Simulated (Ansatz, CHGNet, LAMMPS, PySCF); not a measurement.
## Cohesive energy of cubic BN: levels of theory against measurement

Reference value: 6.76 eV/atom (measured, static lattice: zero-point vibration energy added; as tabulated in Mejia-Rodriguez and Trickey (2018), arXiv:1807.09216).

| level (code) | value (eV/atom) | cell (Å³/atom) | error (eV/atom) |
|---|---|---|---|
| ExTeP BN.extep (LAMMPS) | 6.74 | 5.63 | -0.02 |
| CHGNet 0.3.0 | 6.64 | 5.94 | -0.12 |
| LDA (Ansatz) | 8.05 | 5.74 | +1.29 |
| PBE (PySCF) | 6.95 ± 0.04 | 5.96 | +0.19 |
| PBE-D3(BJ) (Ansatz) | 7.15 | 5.86 | +0.39 |
| r²SCAN-D4 (Ansatz) | 6.91 | 5.85 | +0.15 |
| r²SCAN0 (Ansatz) | 6.70 | 5.78 | -0.06 |
| Hartree–Fock (PySCF) | 4.77 ± 0.08 | 5.81 | -1.99 |
| CCSD (PySCF) | 6.73 ± 0.2 | 5.80 | -0.03 |

Leaving aside CHGNet 0.3.0 (doubt noted below): Once the reference is moved by up to 0.04 eV/atom (a margin picked here for doubts on the reference and the settings) and values within 0.03 eV/atom count as equal, the nearest can be ExTeP BN.extep (-0.02 eV/atom), CCSD (-0.03 eV/atom) or r²SCAN0 (-0.06 eV/atom). Among them Hartree–Fock (-1.99 eV/atom) misses by most. Within 0.3 eV/atom: ExTeP BN.extep, PBE, r²SCAN-D4, r²SCAN0, CCSD.

Free atoms are spin-polarised, in the lowest state found; at levels without +SOC their spin–orbit coupling is left out.  A ± on a computed value is a rough bar: the spread of its extrapolation, a floor set from checks against published values, or a statistical error. CHGNet 0.3.0: free atoms can lie outside what these potentials were trained on. CHGNet 0.3.0: the energies of CHGNet 0.3.0 can hold anion corrections fitted to measured formation enthalpies. Each level is taken at its own relaxed cell. Cutoffs and k meshes differ between the levels. Ansatz's density-functional and Hartree–Fock values are scalar-relativistic unless marked +SOC, with PAW data made under PBE.

Empirical potentials (ExTeP BN.extep) are fitted to chosen data: where that held the value shown, agreement is built in, and what lay outside the fit can be far off. Machine-learned potentials (CHGNet 0.3.0) are trained on DFT data: a solid inside that data is no test of them.

Differences are worked out from the printed values.

Ansatz is an electronic-structure program.
